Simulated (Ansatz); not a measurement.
Barrier from CH4 (methane, SMILES C) + NH (SMILES [NH], triplet) to the saddle point below; all geometries are those of the HTBH38 set.
```
C
H 1 1.0835
H 1 1.0835 2 114.60
H 1 1.0835 2 114.60 3 -135.39
H 1 1.3953 2 101.55 3 112.38
N 5 1.2118 1 174.46 2 -176.62
H 6 1.0316 5 99.32 1 -0.92
```
Charge 0, spin multiplicity 3.

Total energies in hartree (Ansatz, a program for electronic structure). UHF or UKS for unpaired electrons; spin-orbit terms are left out. Cores are frozen in correlated methods. No relativity. The UHF reference of CH5N (saddle point or complex, triplet) is spin-contaminated (<S^2> up to 0.06 over the pure value in the sets run).

```csv
species,HF/aug-cc-pVTZ,CCSD(T)/aug-cc-pVTZ,HF/aug-cc-pVQZ,CCSD(T)/aug-cc-pVQZ,CCSD(T)/aug-cc-pVDZ,CCSDT(Q)/aug-cc-pVDZ
"1: CH4 (methane, SMILES C)",-40.21363,-40.44092,-40.21625,-40.45173,-40.39523,-40.39583
"2: NH (SMILES [NH], triplet)",-54.98254,-55.14512,-54.98556,-55.15614,-55.10560,-55.10617
"3: CH5N (complex or saddle point, triplet)",-95.13326,-95.55033,-95.13882,-95.57250,-95.46384,-95.46559
```

### Question
Work out the barrier height (electronic, no zero-point energy) in kcal/mol: take Hartree-Fock from aug-cc-pVQZ, extrapolate the CCSD(T) correlation energy as X^-3 (X = 3, 4), and add CCSDT(Q) - CCSD(T) in aug-cc-pVDZ. 1 hartree = 627.51 kcal/mol.

### Answer

Species 1: correlation (64·(-0.23548) - 27·(-0.22729))/37 = -0.24146; step -0.00060; E1 = -40.21625 + (-0.24146) + (-0.00060) = -40.45831
Species 2: correlation (64·(-0.17058) - 27·(-0.16258))/37 = -0.17642; step -0.00057; E2 = -54.98556 + (-0.17642) + (-0.00057) = -55.16255
Species 3: correlation (64·(-0.43368) - 27·(-0.41707))/37 = -0.44580; step -0.00175; E3 = -95.13882 + (-0.44580) + (-0.00175) = -95.58637
-1·E1 -1·E2 +1·E3 = 0.03449 hartree = 21.6 kcal/mol. Published benchmark value: 22.4 kcal/mol (Zhao et al., J. Phys. Chem. A 109, 2012 (2005), HTBH38), a best estimate, not a measurement. The composite differs from it by -0.8 kcal/mol; core, relativistic and spin-orbit terms are not in it.
